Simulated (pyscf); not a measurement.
Optimised with ωB97X-D3(BJ)/def2-SVP in PySCF. MP2 and CC: frozen core, UHF for open shells. ΔMP2 is the change of the MP2 total energy from the triple- to the quadruple-zeta basis.

Problem. How much does it cost (ΔH, 298 K, CCSD(T)/def2-TZVPP + ΔMP2(QZVPP)) to split H₂N–B(NH₂)–F at its B–F bond into [H₂N–B–NH₂]• + F•?

Solution. B–F to [H₂N–B–NH₂]• + F•: 167.7 kcal/mol. The radicals are drawn with the spin at the cut bond; how far it spreads was not checked. Other isomers of [H₂N–B–NH₂]• were not searched in full and may lie lower. The CCSD(T) − MP2 part came from Ansatz, without density fitting, on the same reference. Left out: the spin-orbit lowering of F.
